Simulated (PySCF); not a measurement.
Na(Cl) cation (ClNa), SMILES [Na][Cl] (connectivity only; charge and spin as stated), charge +1, multiplicity 2.

Geometry optimised at PBE0-D3(BJ)/def2-TZVPD. The spin state was assumed, not searched.

Two levels are set side by side: PBE/def2-TZVPD (PySCF) and PBE0/def2-TZVPD (PySCF). Same geometry, gas phase. Differences are taken from unrounded values.

```tsv
quantity	PBE
α-spin orbital gap (eV)	6.89
β-spin orbital gap (eV)	0.39
```

### Question
These are the PBE values. What does PBE0 give? (The exact figures need the calculation; the answer reports its results.)

### Answer

```json
[
 {"quantity": "α-spin orbital gap (eV)", "PBE0": "9.07", "PBE minus PBE0": "-2.18"},
 {"quantity": "β-spin orbital gap (eV)", "PBE0": "3.35", "PBE minus PBE0": "-2.96"}
]
```

Rough cost on one machine, each run with all the roots and properties that it gave: PBE0 against PBE within a factor of 2.
